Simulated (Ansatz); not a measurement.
An Ansatz input:

```yaml
crystal:
  lattice:
    - [0.0, 1.9683987098, 1.9683987098]
    - [1.9683987098, 0.0, 1.9683987098]
    - [1.9683987098, 1.9683987098, 0.0]
  atoms:
    - { symbol: Ir, position: [0.0, 0.0, 0.0], spin: 1.0, spin_axis: [0, 0, 1] }
hamiltonian:
  xc: blyp
  pseudopotentials:
    kind: paw_fr
    azcp:
      Ir: "pseudopotentials/Ir.paw.azcp"
basis:
  ecutwfc: 420
  fft_grid_basis: typed
kpoints:
  mp_grid: { grid: [14, 14, 14], shift: [0, 0, 0] }
magnetization:
  noncollinear: true
  spin_orbit: true
scf:
  occupations: { method: fermi_dirac, width: 0.05 }
```

Output

```
Engine: ansatz 0.2.0, aarch64-unknown-linux-gnu
Pseudopotentials: kind: paw_fr
Pseudopotential: Ir, paw_fr, valence charge 17, recommended cutoff 420 eV (normal) 
Functional definition: BLYP
  parameter beta = 0.0042
  parameter a = 0.04918
  parameter b = 0.132
  parameter c = 0.2533
  parameter d = 0.349
  exchange = b88_x(beta = beta)
  correlation = lyp_c(a = a, b = b, c = c, d = d)
Crystal: 1 atoms, lattice volume = 15.253 Å³
Basis set: ecut = 420 eV, 307 PW (Γ), exchange–correlation on 40×40×40 points (8 copies of the dense FFT grid, shifted against one another)
Bands: 26, of which v1, the nominal top of the filled ones, is band 17 counted from 1 (16 counted from 0)
Symmetry: 8 space group operations + 8 with time reversal
Magnetic group: BNS 139.537 (UNI 1197), of the structure as read, at distance tolerance 2.5e-5 Å
k-points: 244 of 2744 (time reversal used)
Projection manifold: j_resolved (fully-relativistic pseudo-atomic orbitals)
Non-local potential: Ir, projectors of the file, l = 0: 3, l = 1: 4, l = 2: 4, l = 3: 2
PAW form: soft (Blöchl's): semilocal exchange-correlation on the pseudo side does not see the compensation charge
PAW frozen core: Ir, regenerated for the run's functional, and the local potential with it (the file was generated under x = pbe(κ = 0.804, μ = 0.2195149727645171), c = pbe(β = 0.06672455060314922))
PAW one-centre angular grid: Ir, 590 points (default); XC on its mesh's 2883 points in the sphere
Initial density: superposition of atomic densities (chi_scale 0.1, normalization cell)
Starting moments: Σ|m| = 1 μB on 1 of 1 site
Initial wavefunctions: pseudopotential atomic-orbital guess
Functional: x = b88, c = lyp
iter 1 solved again at ethr=6.71e-4 eV; its pass at ethr=3.10e-3 eV (dr2=1.14e-1 eV) is discarded
SCF iter   1: F=—  HF=-11992.923496 eV  |F-HF|=—  |Δ(HF+E_count)|=         —  Δρ=9.10e-2  dr2=1.15e-1  dr2_m=2.89e-1  ethr=6.71e-4  |M|=2.63e-1 ∫|m|=2.69e-1 μB  |m|>n=0.0e0 m-floor=0.0e0 τ_xc=0.0e0  β_m=0.30  ⟨swp⟩=1.6  Hψ=38395  notcnv=0
SCF iter   2: F=—  HF=-11992.943703 eV  |F-HF|=—  |Δ(HF+E_count)|=   2.02e-2  Δρ=6.89e-2  dr2=5.57e-2  dr2_m=1.66e-1  ethr=6.71e-4  |M|=2.15e-1 ∫|m|=2.21e-1 μB  |m|>n=0.0e0 m-floor=0.0e0 τ_xc=2.3e-7  β_m=0.30  ⟨swp⟩=2.0  Hψ=7958  notcnv=0
SCF iter   3: F=—  HF=-11992.952315 eV  |F-HF|=—  |Δ(HF+E_count)|=   8.61e-3  Δρ=5.12e-2  dr2=9.09e-4  dr2_m=9.17e-2  ethr=3.27e-4  |M|=1.87e-1 ∫|m|=1.93e-1 μB  |m|>n=0.0e0 m-floor=0.0e0 τ_xc=1.7e-6  β_m=0.30  ⟨swp⟩=2.0  Hψ=10536  notcnv=0
SCF iter   4: F=—  HF=-11992.965152 eV  |F-HF|=—  |Δ(HF+E_count)|=   1.28e-2  Δρ=3.88e-2  dr2=1.98e-4  dr2_m=5.27e-2  ethr=5.35e-6  |M|=1.62e-1 ∫|m|=1.67e-1 μB  |m|>n=0.0e0 m-floor=0.0e0 τ_xc=2.2e-6  β_m=0.30  ⟨swp⟩=2.4  Hψ=10795  notcnv=0
SCF iter   5: F=—  HF=-11992.972635 eV  |F-HF|=—  |Δ(HF+E_count)|=   7.48e-3  Δρ=2.98e-2  dr2=3.19e-6  dr2_m=3.11e-2  ethr=1.17e-6  |M|=1.39e-1 ∫|m|=1.44e-1 μB  |m|>n=0.0e0 m-floor=0.0e0 τ_xc=2.6e-6  β_m=0.30  ⟨swp⟩=2.0  Hψ=8505  notcnv=0
SCF iter   6: F=—  HF=-11992.977033 eV  |F-HF|=—  |Δ(HF+E_count)|=   4.40e-3  Δρ=2.32e-2  dr2=5.39e-7  dr2_m=1.88e-2  ethr=1.88e-8  |M|=1.18e-1 ∫|m|=1.23e-1 μB  |m|>n=0.0e0 m-floor=0.0e0 τ_xc=3.1e-6  β_m=0.30  ⟨swp⟩=2.5  Hψ=10570  notcnv=0
SCF iter   7: F=—  HF=-11992.979792 eV  |F-HF|=—  |Δ(HF+E_count)|=   2.76e-3  Δρ=1.83e-2  dr2=1.96e-7  dr2_m=1.17e-2  ethr=5.88e-10  |M|=1.01e-1 ∫|m|=1.05e-1 μB  |m|>n=0.0e0 m-floor=0.0e0 τ_xc=3.8e-6  β_m=0.30  ⟨swp⟩=3.7  Hψ=16329  notcnv=0
Mixer restart at iter 7: flushing history
spin-set hold released at iteration 7 (site moments contracting): the magnetisation degrees of freedom join the quasi-Newton model from the next iteration; the mixer history was flushed
SCF iter   8: F=—  HF=-11992.981577 eV  |F-HF|=—  |Δ(HF+E_count)|=   1.78e-3  Δρ=1.46e-2  dr2=2.51e-7  dr2_m=7.44e-3  ethr=5.88e-10  |M|=8.54e-2 ∫|m|=8.90e-2 μB  |m|>n=0.0e0 m-floor=0.0e0 τ_xc=1.2e-5  β_m=0.56  ⟨swp⟩=3.3  Hψ=15847  notcnv=0
SCF iter   9: F=—  HF=-11992.985065 eV  |F-HF|=—  |Δ(HF+E_count)|=   3.49e-3  Δρ=3.27e-3  dr2=1.10e-7  dr2_m=3.74e-4  ethr=1.15e-9  |M|=2.58e-2 ∫|m|=2.76e-2 μB  |m|>n=0.0e0 m-floor=0.0e0 τ_xc=5.2e-6  β_m=0.82  ⟨swp⟩=4.0  Hψ=15477  notcnv=0  defer=62
SCF iter  10: F=—  HF=-11992.985367 eV  |F-HF|=—  |Δ(HF+E_count)|=   3.01e-4  Δρ=5.78e-4  dr2=2.21e-7  dr2_m=1.17e-5  ethr=5.88e-10  |M|=5.01e-3 ∫|m|=5.61e-3 μB  |m|>n=0.0e0 m-floor=0.0e0 τ_xc=2.6e-7  β_m=0.91  ⟨swp⟩=4.0  Hψ=17762  notcnv=0
SCF iter  11: F=—  HF=-11992.985382 eV  |F-HF|=—  |Δ(HF+E_count)|=   1.46e-5  Δρ=7.16e-5  dr2=7.63e-7  dr2_m=3.30e-8  ethr=6.45e-10  |M|=1.30e-4 ∫|m|=1.35e-4 μB  |m|>n=0.0e0 m-floor=0.0e0 τ_xc=2.4e-9  β_m=0.73  ⟨swp⟩=3.1  Hψ=12420  notcnv=0  defer=430
iter 12 did not close the SCF: its close was put off for a magnetic moment that had not settled (scf_convergence_deferred on its scf_iter line)
SCF iter  12: F=-11992.985381 eV  HF=-11992.985381 eV  |F-HF|=1.34e-8  |Δ(HF+E_count)|=   2.73e-7  Δρ=2.46e-5  dr2=5.00e-9  dr2_m=2.15e-8  ethr=5.88e-10  |M|=1.01e-4 ∫|m|=1.08e-4 μB  |m|>n=0.0e0 m-floor=0.0e0 τ_xc=1.1e-10  β_m=0.86  ⟨swp⟩=1.0  Hψ=17204  notcnv=0
iter 13 did not close the SCF: its close was put off for a magnetic moment that had not settled (scf_convergence_deferred on its scf_iter line)
SCF iter  13: F=-11992.985381 eV  HF=-11992.985381 eV  |F-HF|=6.49e-10  |Δ(HF+E_count)|=   2.07e-8  Δρ=5.00e-6  dr2=6.21e-12  dr2_m=9.00e-10  ethr=2.94e-11  |M|=1.46e-5 ∫|m|=2.15e-5 μB  |m|>n=0.0e0 m-floor=0.0e0 τ_xc=1.6e-11  β_m=0.93  ⟨swp⟩=1.0  Hψ=16888  notcnv=0
SCF iter  14: F=-11992.985381 eV  HF=-11992.985381 eV  |F-HF|=3.64e-12  |Δ(HF+E_count)|=  9.26e-10  Δρ=4.98e-7  dr2=2.14e-12  dr2_m=9.67e-12  ethr=1.00e-12  |M|=2.16e-6 ∫|m|=2.49e-6 μB  |m|>n=0.0e0 m-floor=0.0e0 τ_xc=2.0e-13  ⟨swp⟩=1.0  Hψ=17172  notcnv=0
WARN: the starting moments were not kept: the SCF closed with an absolute magnetisation of 2.4e-6 μB, where they sum to 1 μB in size (1 site). That is at most 0.1 of that sum. Measured as dr2_m measures the in/out step, that magnetisation stands 2.7e-12 eV from none, at or under the dr2_threshold of 1.0e-7 eV: it is no larger than a step whose dr2_m would equal this threshold. The system may hold no moment; this SCF shows only that its start led to no more than that. To try another start: raise the starting moments (crystal.atoms[].spin, magnetization.per_species, magnetization.initial_magnetization, or on a non-collinear deck that types none of these the spinor_matrix: blocks that start its atoms; where the total moment is fixed, keep their sum and leave initial_magnetization as it is; typed ones take the place of any that the run laid by itself, positive ones on a crystal's lanthanoids without a Hubbard term where scf.initial_density.shell_occupations: [] is typed) or, if the notice of its spin-set hold's release reads "site moments contracting" or "site moments show no strong build", lengthen the hold (scf.mixing.spin_hold: { on: { confirm: 4 } }; for m-r²SCAN on two components see the key's manual first). Each may lead to a state that holds a moment. A second SCF, from the converged charge density, with the starting moments and any scf.initial_density.shell_occupations laid on it anew, would have followed, and was not run: the deck does not ask for one (magnetization.retry_lost_moments is false, the default). To let it run, set magnetization.retry_lost_moments: true and run the deck again, where that key's refused combinations let it; where memory then withholds it, that run's warning says so.
SCF 1 converged in 14 iterations: F = -11992.985381 eV  dr2 = 2.14e-12
SCF converged after 14 iterations
Stability not checked: this state was not tested for a lower state beside it, because this non-collinear magnet's GGA is evaluated by the locally collinear projection, under which the energy is not smooth in the magnetisation (locally_collinear_gga; see scf.lower_state_search)
Magnetization: |M| = 0.0000 μB,  M = (+0.0000, -0.0000, +0.0000) μB
Absolute magnetization: 0.0000 μB (∫|m|, with the PAW one-centre terms)
  site 0: m = (+0.0000, -0.0000, +0.0000) μB, |m| = 0.0000 μB  (R = 1.15 Å)
Free energy (F): -11992.985381 eV
Harris-Foulkes:  -11992.985381 eV  (|F-HF|=3.64e-12)
Internal energy: -11992.973987 eV  (E = F + TS)
E sigma→0 (E₀):  -11992.979684 eV
Entropy (-TS):   -0.011394 eV (-11.394 meV/atom)
Fermi energy:    23.940324 eV
--- Per-component energies (eV) ---
  E_band       = -111.863969
  E_kinetic    = 621.206249
  E_local      = -1150.390178  (includes V_loc(G=0)·N_el)
  E_nonlocal   = 63.652820
  E_hartree    = 437.497221
  E_xc         = -263.110227
  E_vxc        = -293.541791  (∫ρ·V_xc dr)
  E_paw        = -9278.705516  (= ΣΔE_a)
  E_vpaw       = -227.785560  (= ΣTr[D̂ρ^β])
  E_aug_tail   = 0.000048  (compensation charges beyond the density's cutoff)
  E_ewald      = -2423.275854
  E_core_change = 0.151452  (= ΣΔE_core)
  E_smearing   = -0.011394  (= −TS)
  E_closure    = 0.000000  (closes the sum)
  Σ components = -11992.985381   (vs F -11992.985381, Δ=0.00e0)
```
